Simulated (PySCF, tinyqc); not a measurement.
RHF in the sto-3g basis, for CH2, spin multiplicity 1, step by step. The lowest restricted solution is unstable here: a spin-polarised one lies 0.0456 hartree lower (PySCF). One step of it, computed by the program tinyqc.

Question. Iteration 2: diagonalisation and new density. Diagonalise F' = X^T F X, C = X C', fill 4 alpha and 4 beta electrons from the bottom; D = 2 C_occ C_occ^T. Each column has its largest component positive (the first on a tie).

extrapolated F (hartree):
```
             1C 1s      1C 2s    1C 2px     1C 2py     1C 2pz      2H 1s      3H 1s
1C 1s   -10.978350  -2.955718  0.000000  -0.000349  -0.024394  -0.775957  -0.731625
1C 2s    -2.955718  -1.432129  0.000000  -0.006181  -0.080619  -0.730243  -0.705225
1C 2px    0.000000   0.000000  0.240031   0.000000   0.000000   0.000000   0.000000
1C 2py   -0.000349  -0.006181  0.000000  -0.270009  -0.003886  -0.396448   0.390234
1C 2pz   -0.024394  -0.080619  0.000000  -0.003886  -0.254664  -0.228763  -0.224962
2H 1s    -0.775957  -0.730243  0.000000  -0.396448  -0.228763  -0.505110  -0.205494
3H 1s    -0.731625  -0.705225  0.000000   0.390234  -0.224962  -0.205494  -0.481428
```

X:
```
                1          2          3         4          5          6         7
1C 1s   -0.295936   0.049998   0.787817  0.000000  -0.580369  -0.004594  0.180888
1C 2s    1.271240  -0.180010  -0.276194  0.000000  -0.240167  -0.010407  0.456637
1C 2px   0.000000   0.000000   0.000000  1.000000   0.000000   0.000000  0.000000
1C 2py   0.188613   1.128822  -0.001529  0.000000   0.002906   0.601396  0.011702
1C 2pz   0.493483  -0.071093   0.612299  0.000000   0.708825  -0.005055  0.171433
2H 1s   -0.996245  -0.767456  -0.165853  0.000000   0.127669   0.371423  0.370917
3H 1s   -0.691626   1.010330  -0.169386  0.000000   0.129539  -0.391774  0.353148
```

Give: F' = X^T F X; orbital energies; coefficients C; D after iteration 2.

Answer.

F' = X^T F X (hartree):
```
         1        2        3       4        5        6        7
1   0.5224   0.0615   0.7038  0.0000  -0.4342   0.0130   0.1171
2   0.0615   0.7897  -0.1398  0.0000   0.0944   0.0945  -0.0299
3   0.7038  -0.1398  -5.4095  0.0000   4.6644   0.0514  -2.4848
4   0.0000   0.0000   0.0000  0.2400   0.0000   0.0000   0.0000
5  -0.4342   0.0944   4.6644  0.0000  -4.4770  -0.0487   2.2978
6   0.0130   0.0945   0.0514  0.0000  -0.0487  -0.5431   0.0264
7   0.1171  -0.0299  -2.4848  0.0000   2.2978   0.0264  -2.0802
```

orbital energies (hartree): MO1 -10.9845, MO2 -0.8151, MO3 -0.5493, MO4 -0.2751, MO5 0.2400, MO6 0.6163, MO7 0.8100

coefficients C:
```
            MO1      MO2      MO3      MO4     MO5      MO6      MO7
1C 1s    0.9930  -0.2173   0.0039   0.1103  0.0000  -0.1863  -0.0144
1C 2s    0.0307   0.6536  -0.0179  -0.4991  0.0000   1.1413   0.1049
1C 2px   0.0000   0.0000   0.0000   0.0000  1.0000   0.0000   0.0000
1C 2py   0.0002   0.0099   0.5196  -0.0006  0.0000  -0.0755   1.1815
1C 2pz   0.0052   0.1441  -0.0005   0.8630  0.0000   0.6223   0.0501
2H 1s   -0.0073   0.2967   0.4372   0.1607  0.0000  -0.8359  -0.9471
3H 1s   -0.0070   0.2790  -0.4507   0.1642  0.0000  -0.9391   0.7955
```

D after iteration 2:
```
          1C 1s    1C 2s  1C 2px   1C 2py   1C 2pz    2H 1s    3H 1s
1C 1s    2.0908  -0.3334  0.0000   0.0001   0.1381  -0.1045  -0.1024
1C 2s   -0.3334   1.3551  0.0000  -0.0050  -0.6727   0.2114   0.2165
1C 2px   0.0000   0.0000  0.0000   0.0000   0.0000   0.0000   0.0000
1C 2py   0.0001  -0.0050  0.0000   0.5401   0.0014   0.4601  -0.4630
1C 2pz   0.1381  -0.6727  0.0000   0.0014   1.5311   0.3624   0.3642
2H 1s   -0.1045   0.2114  0.0000   0.4601   0.3624   0.6102  -0.1757
3H 1s   -0.1024   0.2165  0.0000  -0.4630   0.3642  -0.1757   0.6161
```
